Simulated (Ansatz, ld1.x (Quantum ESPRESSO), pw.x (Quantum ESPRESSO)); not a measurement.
Tc: does the ultrasoft potential hold in the solid?

```
Element                 : technetium
Generator               : ld1.x (Quantum ESPRESSO) 7.5
Type                    : ultrasoft
Functional              : PBEsol
Relativity              : scalar-relativistic
Frozen core             : [Ar] 3d10
Valence charge          : 15
Reference configuration : 4s2 4p6 4d5 5s1 5p1
Partial waves           : 4s (bound): rcut 1.40, rcutus 1.80 bohr; 5s (bound): rcut 1.40, rcutus 1.80 bohr; 4p (bound): rcut 2.05, rcutus 2.35 bohr; 5p (bound): rcut 2.05, rcutus 2.35 bohr; 4d (bound): rcut 2.25, rcutus 2.50 bohr; 4d channel at 0.45 Ry: rcut 2.25, rcutus 2.50 bohr
Local potential         : all-electron potential smoothed inside 2.20 bohr (lloc = -2)
Core correction         : Bessel-smoothed model core, default radius (core density twice the valence density)
Augmentation charge     : PSQ, inside the norm-conserving radii
```

Atomic tests: cutoffs needed: 25 Ry and 35 Ry (the cutoffs (Ry, on a coarse ladder) from which the occupation-weighted sum of valence levels, in a spherical-Bessel basis at the reference potential, stays within 10 and 1 mRy of its value at 400 Ry); ghost test: no extra level below or beside the all-electron valence levels (s, p, d, f tested) (spherical-Bessel basis up to 400 Ry, 20 bohr box); configuration tests: 1 of 7 tests not solved or not reliable.

Crystal test: fcc Tc in pw.x 7.5, no spin, 15³ k-points, Fermi–Dirac smearing 0.01 Ry, cutoffs 45/360 Ry. The reference is all-electron LAPW (Ansatz 0.2.0) with the same functional, mesh and smearing; V0 and B0 come from Birch–Murnaghan fits to the pressures at five volumes. Errors are pseudo minus all-electron; Δ is the rms difference of the E(V) curves that follow from these fits, minima aligned, over ±6 % about the mean V0. Mesh and smearing are coarse, so the numbers serve the comparison and aren't converged zero-temperature values; the lattice is a test structure that the element need not adopt.

| V (Å³/atom) | P all-electron (GPa) | P pseudo (GPa) |
| --- | --- | --- |
| 13.392 | 18.14 | 35.95 |
| 13.745 | 8.27 | 24.95 |
| 14.097 | -0.35 | 15.29 |
| 14.449 | -7.86 | 6.74 |
| 14.802 | -14.40 | -0.68 |

All-electron: a0 = 3.833 Å (V0 = 14.08 Å³/atom), B0 = 322.9 GPa.

Pseudopotential: mean pressure error (GPa): +15.69; a0 (Å): 3.895; a0 error (%): +1.60; B0 error (%): -8.0; Δ (meV/atom): 46.3. This is a poor potential for the solid. Atomic configuration tests: 1 of 7 tests not solved or not reliable.

At the middle volume, how do free energy and pressure move when the wave cutoff is lowered (ecutrho held at 360 Ry)?

```
cutoff (Ry)  shift of F (meV/atom)  shift of P (GPa)
         20                 +371.3             -8.05
         27                  +46.9             -2.55
         36                   +6.7             -0.18
```

Input at the middle volume:

```
&control
  calculation='scf', prefix='x', pseudo_dir='./', outdir='./tmp', tstress=.true., disk_io='low'
/
&system
  ibrav=0, nat=1, ntyp=1, ecutwfc=45, ecutrho=360, nbnd=15,
  occupations='smearing', smearing='fd', degauss=0.01
/
&electrons
  conv_thr=1e-09, mixing_beta=0.4, electron_maxstep=70
/
ATOMIC_SPECIES
Tc 1.0 Tc.UPF
CELL_PARAMETERS angstrom
  0.00000000 1.91733898 1.91733898
  1.91733898 0.00000000 1.91733898
  1.91733898 1.91733898 0.00000000
ATOMIC_POSITIONS crystal
Tc 0.0000 0.0000 0.0000
K_POINTS automatic
15 15 15 0 0 0
```

```bash
pw.x < Tc.scf.in > Tc.scf.out
```

Lines of the output:

```
Message from routine setup:
     using ibrav=0 with symmetry is DISCOURAGED, use correct ibrav instead
     lattice parameter (alat)  =       5.1240  a.u.
     unit-cell volume          =      95.1313 (a.u.)^3
     number of electrons       =        15.00
     number of Kohn-Sham states=           15
     kinetic-energy cutoff     =      45.0000  Ry
     charge density cutoff     =     360.0000  Ry
     scf convergence threshold =      1.0E-09
     Exchange-correlation= PBESOL
     number of k points=   120  Fermi-Dirac smearing, width (Ry)=  0.0100
     iteration #  1     ecut=    45.00 Ry     beta= 0.40
     total energy              =    -225.40753076 Ry
     estimated scf accuracy    <       0.59368650 Ry
     iteration #  2     ecut=    45.00 Ry     beta= 0.40
     total energy              =    -225.61047340 Ry
     estimated scf accuracy    <       0.17348990 Ry
     iteration #  3     ecut=    45.00 Ry     beta= 0.40
     total energy              =    -225.62777179 Ry
     estimated scf accuracy    <       0.00894610 Ry
     iteration #  4     ecut=    45.00 Ry     beta= 0.40
     total energy              =    -225.63001558 Ry
     estimated scf accuracy    <       0.00030819 Ry
     iteration #  5     ecut=    45.00 Ry     beta= 0.40
     total energy              =    -225.63007421 Ry
     estimated scf accuracy    <       0.00000669 Ry
     iteration #  6     ecut=    45.00 Ry     beta= 0.40
     total energy              =    -225.63006043 Ry
     estimated scf accuracy    <       0.00004381 Ry
     iteration #  7     ecut=    45.00 Ry     beta= 0.40
     total energy              =    -225.63007508 Ry
     estimated scf accuracy    <       0.00001391 Ry
     iteration #  8     ecut=    45.00 Ry     beta= 0.40
     total energy              =    -225.63007558 Ry
     estimated scf accuracy    <       0.00000200 Ry
     iteration #  9     ecut=    45.00 Ry     beta= 0.40
     total energy              =    -225.63007553 Ry
     estimated scf accuracy    <       0.00000035 Ry
     iteration # 10     ecut=    45.00 Ry     beta= 0.40
     total energy              =    -225.63007565 Ry
     estimated scf accuracy    <       0.00000008 Ry
     iteration # 11     ecut=    45.00 Ry     beta= 0.40
     total energy              =    -225.63007566 Ry
     estimated scf accuracy    <       0.00000001 Ry
     iteration # 12     ecut=    45.00 Ry     beta= 0.40
     the Fermi energy is    23.6065 ev
!    total energy              =    -225.63007566 Ry
     estimated scf accuracy    <          5.0E-11 Ry
     smearing contrib. (-TS)   =      -0.00471546 Ry
     The total energy is F=E-TS. E is the sum of the following terms:
     one-electron contribution =     -17.43587593 Ry
     hartree contribution      =      20.18176500 Ry
     xc contribution           =     -86.01352751 Ry
     ewald contribution        =    -142.35772176 Ry
     convergence has been achieved in  12 iterations
          total   stress  (Ry/bohr**3)                   (kbar)     P=      152.95
```

The run at the middle volume (120 k-points, 12 iterations) took about 21 s on one core of a shared host (Neoverse-V1, 32 threads, 247 GiB, load 10).
